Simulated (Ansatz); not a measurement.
**CH₂OS: a short trajectory**

Aim: follow the atoms for 40 steps of 0.5 fs at constant energy, with velocities drawn for 500 K, and see to which side of the barrier the system falls.

The runs use Ansatz 0.2.0, Gaussian basis; PBE0-D4/def2-SVP.

1 further run of the same task is left out (it didn't finish).

### Step 1. Where the work starts

The start, a first-order saddle point found at PBE0-D4 in triple zeta: 5 atoms, charge 0, spin multiplicity 1.

Atoms are counted from 1 here; the program's logs count them from 0.

Bond lengths: H1–S5 1.648 Å, O2–C3 1.256 Å, C3–H4 1.092 Å, C3–S5 1.677 Å. Angles: O2–C3–H4 121.3°, O2–C3–S5 112.4°, H4–C3–S5 126.3°, H1–S5–C3 59.8°.

Geometry (Å):

```xyz
5
charge 0, multiplicity 1
H     0.58336   -0.83806    0.67428
O     0.25541   -0.88078   -0.63763
C    -0.19956    0.24309   -0.30982
H    -0.70208    0.88479   -1.03624
S     0.06287    0.59097    1.30942
```

### Step 2. Dynamics

File md/in.yaml:

```yaml
crystal:
  periodic: [false, false, false]
  atoms:
    - {symbol: H, position_ang: [0.583357, -0.838064, 0.674280]}
    - {symbol: O, position_ang: [0.255414, -0.880784, -0.637634]}
    - {symbol: C, position_ang: [-0.199563, 0.243086, -0.309823]}
    - {symbol: H, position_ang: [-0.702079, 0.884791, -1.036241]}
    - {symbol: S, position_ang: [0.062870, 0.590971, 1.309418]}
basis:
  gaussian: {orbitals: def2-SVP}
hamiltonian: {xc: pbe0, dispersion: d4}
md: {n_steps: 40, timestep: 0.5, temperature: 500, ensemble: nve, seed: 594, initial_velocities: maxwell_boltzmann}
```

The run is started by

```console
> ansatz run in.yaml --threads 2 --pin off --events-out ev --progress --plain --max-ram 4352MiB
```

Q: Predict the outcome of this session. Wanted: temperature at the start; mean temperature, second half; lowest and highest potential energy, from the first frame; largest change of potential + kinetic.

As calculated:

```
                                                 quantity              value
                                                   length  40 steps, 20.0 fs
                                 temperature at the start              500 K
                            mean temperature, second half             2784 K
lowest and highest potential energy, from the first frame   -1111 and 84 meV
                    largest change of potential + kinetic            2.0 meV
```

By the last frame it has moved towards the side where H1–S5 form. The system runs downhill by 1.11 eV, and that energy turns into motion. With no thermostat the total energy should stay fixed; it holds within 2.0 meV, small beside the kinetic energy, so the time step serves. The temperature runs between 285 and 3363 K.
